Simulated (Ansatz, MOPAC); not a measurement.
Species: carbon monosulfide, CS, net charge 0, singlet state. SMILES: [C-]#[S+]

Atoms: C1, S2. Bonds: C1-S2.

Bond lengths (Å) and angles (degrees) optimised at MNDO with MOPAC; HF/STO-3G with Ansatz (a quantum-chemistry and plane-wave program); HF/6-31G* with Ansatz; MP2/6-31G* with Ansatz, each started from the B3LYP-D3(BJ)/def2-TZVP structure (Ansatz) of the last column. A row stands for all coordinates that are equal there. 6-31G* holds six Cartesian d functions.

| coordinate | MNDO | HF/STO-3G | HF/6-31G* | MP2/6-31G* | B3LYP-D3(BJ)/def2-TZVP |
|---|---|---|---|---|---|
| C1-S2 | 1.484 | 1.519 | 1.520 | 1.546 | 1.532 |

Mean signed difference of all 1 bond lengths from B3LYP-D3(BJ)/def2-TZVP: MNDO -0.048 Å, HF/STO-3G -0.013 Å, HF/6-31G* -0.012 Å, MP2/6-31G* 0.014 Å.
